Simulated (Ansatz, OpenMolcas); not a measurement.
**How methods differ on Si2H5Cl (SMILES [SiH3][SiH2]Cl)**

The species is Si2H5Cl (8 atoms), meant as a singlet with charge 0. As SMILES, `[SiH3][SiH2]Cl`. The shape is that of a PBE0-D4/def2-TZVP optimisation.

```xyz
8

Si   -0.7065    0.8818   -0.3903
Si    0.5734   -0.9388    0.3259
Cl    2.4316   -0.2529    0.9080
H    -2.0530    0.4101   -0.8130
H    -0.0343    1.5407   -1.5400
H    -0.8545    1.8557    0.7221
H    -0.0418   -1.6228    1.4914
H     0.7772   -1.9309   -0.7599
```

Quantity: the energy change with the Si2–H7 bond stretched from 1.485 to 1.708 Å, in eV. The values are calculated.

```csv
level,kind,program,value (eV),CPU time (all runs)
PBE/cc-pVDZ (restricted),GGA,OpenMolcas,0.24,88 s
revPBE/cc-pVDZ (restricted),GGA,Ansatz,0.24,12 s
M06-L/cc-pVDZ (restricted),meta-GGA,OpenMolcas,0.32,1.9 min
BHLYP/cc-pVDZ (restricted),global hybrid,Ansatz,0.34,17 s
M06-2X/cc-pVDZ (restricted),hybrid meta-GGA,OpenMolcas,0.32,2 min
CAM-B3LYP/cc-pVDZ (restricted),range-separated hybrid,Ansatz,0.31,17 s
RPA@PBE/cc-pVDZ (restricted),RPA,Ansatz,0.29,19 s
CCSD/cc-pVDZ (restricted),coupled cluster or CI,Ansatz,0.32,17 s
```

The first shape isn't each level's own minimum. The values span 0.24 to 0.34 eV. Times are those of the runs behind each value, whatever else they computed, on shared processors of several kinds: orders of magnitude only.
